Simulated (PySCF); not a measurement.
**Ionisation energy of Si by level of theory**

Si [Ne] 3s2 3p2 (3P) → Si+ [Ne] 3s2 3p1 (2P), as a difference of total energies. Computed with PySCF 2.14 in x2c-TZVPPall with one added diffuse shell each of s, p, d type (6s6p4d1f, 51 functions), with scalar relativity by spin-free X2C-1e. Correlated levels: valence: [Ne] frozen; valence and next inner shell: 1s2 frozen. The calculations carry no spin-orbit coupling.

| method | ionisation energy (eV) |
| --- | --- |
| UHF | 7.627 |
| LDA | 8.226 |
| PBE | 8.189 |
| PBE0 | 8.208 |
| r2SCAN | 8.312 |
| BP86 | 8.244 |
| LC-wPBE | 8.292 |
| wB97M-V | 7.911 |
| BLYP | 7.936 |
| MP2 (valence) | 8.031 |
| SCS-MP2 (valence) | 7.945 |
| MP2 (valence and next inner shell) | 8.024 |
| SCS-MP2 (valence and next inner shell) | 7.938 |

How much does correlation contribute at MP2 (valence and next inner shell)?

8.024 − (7.627) = 0.397 eV, measured against UHF.

Errors of the correlated levels include the incompleteness of this basis and the frozen core.

For comparison: 8.157 eV (measured; NIST levels, between the centres of gravity of the two terms).
